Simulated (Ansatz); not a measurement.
## Isomers

Structures of AlSiH5S, singlet, relaxed at PBE0-D4/def2-TZVP (vibrations not checked; lower isomers may exist, and structures with a doubtful reference or unclear bonds are left out). Ansatz 0.2.0; basis: def2-TZVPP; cores frozen in the correlated methods. B3LYP uses VWN-RPA correlation.

(1) Rank them by CCSD(T) energy, lowest first, and give each one's height above the lowest. Links in brackets join atoms within 1.22 times the sum of their covalent radii (1.1 for two metals). (Judge from chemistry; the value comes from the calculation.)
A.
AlSiH₅S ([SiH3][AlH][SH])
```
8
angstrom
Si -0.8733 1.2844 -0.1358
Al 0.8134 -0.4804 0.0338
S 0.0775 -2.5178 0.3215
H -2.2568 0.7462 -0.0202
H -0.7641 1.9966 -1.4414
H -0.6839 2.3015 0.9381
H 2.3817 -0.2667 -0.0472
H 1.3055 -3.0638 0.3513
```
B.
AlSiH₅S ([AlH2][S][SiH3])
```
8
angstrom
Al -0.5535 1.2786 -1.2205
S 0.8155 -0.4165 -1.1616
Si 0.4873 -1.0220 0.8655
H -1.3731 1.6284 0.0868
H -0.6551 2.0750 -2.5789
H 1.3565 -2.2006 1.1024
H -0.9302 -1.4017 1.0908
H 0.8526 0.0587 1.8156
```
C.
a complex of AlHS ([Al][SH]) + SiH₄
```
8
angstrom
Si -1.0185 1.3891 -0.1351
Al 1.8765 -0.9781 0.0970
S -0.0201 -2.1993 0.2794
H -1.9814 0.2789 0.0450
H -1.2011 2.0400 -1.4552
H -1.1493 2.3858 0.9553
H 0.3800 0.8397 -0.0860
H 0.7288 -3.3131 0.3893
```
D.
a complex of AlSiH₃S ([AlH][Si][SH2]) + H₂
```
8
angstrom
Al -0.1934 0.9247 -1.4049
S 0.6979 -0.9627 0.8868
Si 1.6583 -0.4445 -1.1272
H -1.8591 1.1136 0.1596
H -1.2442 1.9588 -2.0243
H 0.7065 -2.3161 1.0168
H -1.4078 0.6289 0.5298
H 1.6576 -0.8633 1.8448
```

(2) Do PBE-D4, r2SCAN-D4, PBE0-D4, B3LYP-D4, wB97M-V, HF, MP2 give the same order? (A judgement: the text doesn't fix the answer.)

T1 diagnostic: at most 0.019. The restricted Hartree–Fock reference is unstable towards an unrestricted one at one or more of these structures.

For scale, one of the runs: CCSD(T)/def2-TZVPP, 196 basis functions, launched by `ansatz run in.yaml --threads 2 --pin off --events-out ev --progress --plain --max-ram 4352MiB`. Time: 39 s of wall clock on 2 CPU threads of an Arm Neoverse V1; the host was shared. Peak host memory: 1.9 GiB.

## Answers

(1) By the calculation: B (0.000 eV), A (0.500 eV), C (1.318 eV), D (4.932 eV). Heights count from the lowest.

(2) By the calculation: All do.
